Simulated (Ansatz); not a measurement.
The input, for Ansatz 0.2.0:

```yaml
crystal:
  periodic: [false, false, false]
  atoms:
    - {symbol: P, position_ang: [0.093115, 0.049154, 1.058475]}
    - {symbol: P, position_ang: [-0.044225, -0.081602, -1.105068]}
    - {symbol: H, position_ang: [-1.047425, 0.851426, 1.327277]}
    - {symbol: H, position_ang: [-0.541730, -1.184578, 1.348326]}
    - {symbol: H, position_ang: [0.086751, 1.330267, -1.243818]}
basis:
  gaussian: {orbitals: cc-pVDZ, point_charges: [{charge: 1.00, position_ang: [4.236, -0.359, 0.506]}]}
magnetization: {spin_polarized: false, initial_magnetization: 3}
hamiltonian: {pseudopotentials: {relativity: scalar}}
correlation: {method: bccd_t, electrons: outside_noble_gas}
accuracy: high
```

```sh
$ ansatz run in.yaml --threads 1 --pin off --events-out ev --progress --plain --max-ram 2393MiB
```

The program prints:

```
1148 factors; integrals over basis functions are off by at most 3.5e-9 eV
mean field evaluation 1: about -18624.0969 eV, gradient 1.0e1 eV
mean field evaluation 2: about -18624.1801 eV, gradient 1.0e1 eV
mean field evaluation 4: about -18625.3103 eV, gradient 1.5e0 eV
mean field evaluation 8: about -18625.3394 eV, gradient 2.5e-1 eV
mean field evaluation 16: about -18625.3407 eV, gradient 1.6e-8 eV
mean field evaluation 32: about -18624.6352 eV, gradient 5.1e0 eV
mean field evaluation 64: about -18624.5637 eV, gradient 3.8e-1 eV
mean field evaluation 96: about -18623.1964 eV, gradient 3.6e0 eV
mean field evaluation 128: about -18622.7293 eV, gradient 1.1e1 eV
mean field -18625.34065490 eV, -684.4686443582 hartree, gradient 2.9e-8 eV, S^2 3.750000; 4 other end points of the search recorded, 0 dependent functions left out
mean field evaluation 160: about -18625.4849 eV, gradient 7.7e-1 eV
determinant -18625.34065490 eV, -684.4686443582 hartree, with singles and doubles -18632.53070670 eV, -684.7328738881 hartree
determinant -18624.55126006 eV, -684.4396346331 hartree, with singles and doubles -18631.59494005 eV, -684.6984850983 hartree
determinant -18623.75997642 eV, -684.4105554955 hartree, with singles and doubles -18631.39696861 eV, -684.6912097820 hartree
10 core orbitals not correlated: weight in the atoms' cores, before any rotation towards them, 1.000 or more for the frozen orbitals, at most 0.000 for the correlated occupied ones
reference -18625.34065490 eV, -684.4686443582 hartree; 8, 5 occupied and 33, 36 virtual orbitals, 1148 factors
second order -5.95384406 eV of doubles, -0.10670523 eV of singles
...
cycle  31  -7.18480085 eV  change    1.2e-7 eV  update   1.3e-7
cycle  32  -7.18480082 eV  change    2.1e-8 eV  update   5.8e-8
cycle  33  -7.18480081 eV  change    1.2e-8 eV  update   3.4e-8
cycle  34  -7.18480080 eV  change    7.8e-9 eV  update   2.5e-8
cycle  35  -7.18480078 eV  change    2.4e-8 eV  update   2.0e-8
cycle  36  -7.18480078 eV  change   9.5e-10 eV  update   1.0e-8
cycle  37  -7.18480079 eV  change   -9.1e-9 eV  update   7.0e-9
cycle  38  -7.18480079 eV  change    1.2e-9 eV  update   4.0e-9
cycle  39  -7.18480079 eV  change  -6.1e-10 eV  update   2.4e-9
cycle  40  -7.18480079 eV  change   1.6e-10 eV  update   1.5e-9
perturbative correction -0.23317379 eV, -0.0085689788 hartree
Total energy: -18632.75862948 eV, -684.7412498959 hartree
Relativity: scalar
```

Ran on 1 thread of Intel Xeon, shared host: 46 s wall, 0.26 GiB peak host memory.
